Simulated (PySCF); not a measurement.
Excitations are Tamm–Dancoff values on a coarser integration grid. The basis has no diffuse functions, so Rydberg states are missing or too high.

Species: C₂H₂, SMILES `C#C` (charge 0, multiplicity 1).

Predict the S1–T1 gap (TDA), HOMO and LUMO from PySCF with ωB97X-D3(BJ)/def2-TZVP // B3LYP-D3(BJ)/def2-TZVP.


```
Property             Value
---------------  ---------
S1–T1 gap (TDA)    1.11 eV
HOMO             -10.96 eV
LUMO               3.09 eV
```
